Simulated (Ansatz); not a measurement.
Results of HSE06 (plane waves, PAW; Ansatz, an electronic-structure program) for zinc-blende HgTe.

Settings: plane-wave cutoff 460 eV, 8×8×8 k mesh, Fermi–Dirac smearing 0.01 eV, scalar-relativistic PAW data made under PBE.

Equation-of-state points:

```
V (Å³/atom)  E − E_lowest (meV/atom)
-----------  -----------------------
33.566                         12.78
34.661                          1.82
35.333                          0.00
36.216                          2.50
37.099                          9.83
```

Question: Fit the third-order Birch–Murnaghan equation and give B0 and B′.

Answer: V0 = 35.360 Å³/atom, B0 = 40.5 GPa, B′ = 5.0 (fit to the energies at full precision).

Measured, for comparison: bulk modulus 42.3 GPa (temperature not stated, not corrected to a static lattice; as tabulated in Toher et al. (2017), arXiv:1611.05714); equilibrium volume per atom 33.70 Å³/atom (room temperature, not corrected to a static lattice; as tabulated in Cava et al. (2013), arXiv:1302.1059). Computed (rounded) less measured: bulk modulus -4 %, equilibrium volume per atom +4.9 %.

Spin–orbit coupling is not included; it can open a gap where bands touch, and shift volumes and moduli.

Computed values are for the static lattice.

Computing time: roughly 26 core-minutes.
